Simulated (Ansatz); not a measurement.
Elastic constant C12 (GPa) of solids drawn from the class of elemental solids other than molecular ones, at two levels: PBE (PAW; Ansatz, a quantum-chemistry and plane-wave program), and LDA (plane waves, PAW; Ansatz).

```tsv
solid	PBE	LDA
fcc Pb	35.7	48.3
hcp Cd	38.4	57.2
bcc Na	7.22	8.49
fcc Rh	179	225
fcc Ni	157	208
fcc Au	131	184
fcc Cu	123	166
diamond	125	149
hcp Co	169	?
hcp Os	220	?
```

Task: Estimate the withheld LDA values from the other rows.

Result: One way: carry over the typical ratio. The ratios LDA / PBE of the other rows, in order: 1.176, 1.192, 1.257, 1.325, 1.350, 1.353, 1.405, 1.490; median 1.3375. hcp Co: 169 × 1.3375 = 226 GPa; the run gives 206 GPa. hcp Os: 220 × 1.3375 = 294 GPa; the run gives 252 GPa. The ratios spread from 1.176 to 1.490, so such an estimate is rough. hcp Os lies outside that spread.

Over all 10 rows LDA is the larger in 10.

Ansatz's runs of these crystals have no spin polarisation, but for fcc Ni, hcp Co.

Density-functional runs with spin start from parallel moments for fcc Ni, parallel moments for hcp Co.

Spin–orbit coupling is left out, also for the solids with elements from indium on (fcc Pb, fcc Au, hcp Os); its size isn't shown.

Each level is taken at its own relaxed cell. Ansatz's density-functional and Hartree–Fock values are scalar-relativistic unless marked +SOC, with PAW data made under PBE.
